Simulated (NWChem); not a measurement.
# SVWN5/6-311+G(d,p) run of [SiH3]+ (SMILES [SiH3+])

Aim: the vertical ionisation energy of [SiH3]+ at SVWN5/6-311+G**, from 2 runs. 

The calculation is run with NWChem 7.3.0.

10 further runs of the same task are left out: 5 that didn't finish, 5 set aside as unsound or not needed.

## 1. The molecule

[SiH3]+: 4 atoms, total charge +1, spin state singlet. As SMILES, `[SiH3+]`. The shape is that of a PBE0-D4/def2-TZVP optimisation.

Bond lengths: Si1–H2 1.472 Å, Si1–H3 1.472 Å, Si1–H4 1.472 Å. Angles: H2–Si1–H3 120.0°, H2–Si1–H4 120.0°, H3–Si1–H4 120.0°.

## 2. The energy at SVWN5/6-311+G(d,p)

The input, struct.nw:

```
start struct
title "H3Si"
memory total 2200 mb
charge 1
geometry units angstrom noautosym nocenter noautoz
Si       0.000000       0.000000       0.000000
H        0.686900       0.675400       1.113000
H       -0.118400      -1.467200      -0.009900
H       -0.568500       0.791700      -1.103100
end
basis spherical bse
* library 6-311+G**
end
dft
xc slater vwn_5
grid lebedev 35 6
convergence energy 1e-08
maxiter 100
mulliken
print low
end
task dft energy
```

Run with:

```bash
$ nwchem struct.nw > struct.out
```

Standard output (excerpt; [...] marks lines left out):

```text
[...]
 d= 0,ls=0.0,diis     1   -289.5963793395 -3.05D+02  2.01D-02  7.97D+00     0.2
[...]
 d= 0,ls=0.0,diis     7   -289.7350827289 -9.31D-11  9.42D-08  1.98D-11     0.7
         Total DFT energy =     -289.735082728930
      One electron energy =     -428.664419292156
           Coulomb energy =      143.675343829678
    Exchange-Corr. energy =      -20.467458492230
 Nuclear repulsion energy =       15.721451225779
[...]
      Total Density - Mulliken Population Analysis
     ---------------------------------------------
    Atom       Charge   Shell Charges
 -----------   ------   -------------------------------------------------------
    1 Si  14    13.25   0.78  1.19  0.94  1.05  1.02  0.49  1.97  3.87  0.64  1.15  0.10 -0.01 -0.01  0.06
    2 H    1     0.92   0.22  0.53  0.15  0.01
    3 H    1     0.92   0.22  0.53  0.15  0.01
    4 H    1     0.92   0.22  0.53  0.15  0.01
[...]
```

Wall time 1.3 s (1 thread of Intel Xeon Platinum 8488C (Sapphire Rapids), shared host); peak memory 0.1 GiB.

## 3. Doublet [SiH3]2+

The input, work.nw:

```
start work
memory stack 880 mb heap 220 mb global 1100 mb
charge 2

geometry units angstroms noautosym nocenter noautoz
  Si       0.000000       0.000000       0.000000
  H        0.686900       0.675400       1.113000
  H       -0.118400      -1.467200      -0.009900
  H       -0.568500       0.791700      -1.103100
end

basis spherical bse
  * library 6-311+G**
end

dft
  xc slater vwn_5
  mult 2
  grid lebedev 35 6
  convergence energy 1e-08
  maxiter 100
  mulliken
  print low
end

task dft energy
```

Run with:

```bash
$ nwchem work.nw > work.out
```

Standard output (excerpt; [...] marks lines left out):

```text
[...]
 d= 0,ls=0.0,diis     1   -288.4350907560 -3.04D+02  2.19D-02  6.39D+00     0.2
[...]
 d= 0,ls=0.5,diis   100   -288.9804346335 -6.58D-09  9.24D-06  1.64D-06     9.5
[...]
         Total DFT energy =     -288.980434261878
      One electron energy =     -422.703587365805
           Coulomb energy =      138.139747245911
    Exchange-Corr. energy =      -20.138045367763
 Nuclear repulsion energy =       15.721451225779
[...]
      Total Density - Mulliken Population Analysis
     ---------------------------------------------
    Atom       Charge   Shell Charges
 -----------   ------   -------------------------------------------------------
    1 Si  14    12.87   0.78  1.19  0.94  1.05  1.14  0.37  1.97  3.88  0.59  0.90  0.02 -0.01  0.00  0.06
    2 H    1     0.75   0.20  0.47  0.06  0.02
    3 H    1     0.74   0.20  0.46  0.06  0.02
    4 H    1     0.65   0.18  0.42  0.03  0.02
[...]
      <S2> =      0.7527 (Exact =     0.7500)
[...]
```

It took 10 s on 1 thread of Intel Xeon Platinum 8488C (Sapphire Rapids), shared host; peak memory 0.11 GiB.

## 4. Summary of results

At SVWN5/6-311+G**:

| quantity | value |
| --- | --- |
| singlet [SiH3]+: total energy | -289.73508 Eh |
| doublet [SiH3]2+: total energy | -288.98043 Eh |
| doublet [SiH3]2+: ⟨S²⟩ | 0.753 |
| vertical ionisation energy (to the doublet dication) | 20.535 eV |

What this shows: The vertical ionisation energy comes to 20.54 eV (474 kcal/mol). Mulliken charges (doublet [SiH3]2+) run from +0.25 on H2 to +1.13 on Si1; in a basis this large or diffuse they mean little.
